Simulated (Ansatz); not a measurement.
A made-up structure of CH5AlN (charge -1), closed shell:

| atom | x (Å) | y (Å) | z (Å) |
| --- | --- | --- | --- |
| C1 | -0.5184 | 0.9060 | -0.2019 |
| N2 | -0.6045 | -0.2482 | 0.1578 |
| Al3 | 0.5106 | -1.1529 | 0.2773 |
| H4 | -1.1571 | 0.9339 | -1.1212 |
| H5 | 0.5324 | 1.4193 | -0.4973 |
| H6 | -0.9165 | 1.4747 | 0.6759 |
| H7 | 2.1920 | -0.8584 | -0.0420 |
| H8 | -0.0386 | -2.4743 | 0.7515 |

It is relaxed with PBE-D4/def2-SVPD and then PBE0-D4/def2-TZVPD (Ansatz 0.2.0). Atoms count as bonded within 1.22 times the sum of their covalent radii (H–H: 0.88 Å). The end point is not checked to be a true minimum.

Problem. Does its bonding change? (A judgement: the text doesn't fix the answer.)

Solution. By the calculation: Yes. Formed: none; broken: C1–Al3.

Where it ends: The first stage lowers the energy by 4.36 eV in 8 steps. It ends as CH₅AlN ([CH3][N][AlH2]), total charge -1:
```json
{"atom": "C1", "x (Å)": "-0.6212", "y (Å)": "1.1273", "z (Å)": "-0.2549"}
{"atom": "N2", "x (Å)": "-0.5618", "y (Å)": "-0.2237", "z (Å)": "0.1437"}
{"atom": "Al3", "x (Å)": "0.6446", "y (Å)": "-1.4170", "z (Å)": "0.3388"}
{"atom": "H4", "x (Å)": "-1.2805", "y (Å)": "1.2875", "z (Å)": "-1.1358"}
{"atom": "H5", "x (Å)": "0.3462", "y (Å)": "1.6127", "z (Å)": "-0.5325"}
{"atom": "H6", "x (Å)": "-1.0545", "y (Å)": "1.7882", "z (Å)": "0.5273"}
{"atom": "H7", "x (Å)": "2.2594", "y (Å)": "-1.2627", "z (Å)": "0.0731"}
{"atom": "H8", "x (Å)": "0.2678", "y (Å)": "-2.9123", "z (Å)": "0.8404"}
```

Labels in which every atom is bracketed show which atoms are joined, not bond orders.

For scale, one of the runs: PBE0-D4/def2-TZVPD relaxation, 162 basis functions, launched by `ansatz run in.yaml --threads 2 --pin off --events-out ev --progress --plain --max-ram 4352MiB`. Hardware: 2 CPU threads of an Arm Neoverse V1, shared host. Wall time about 24 s.
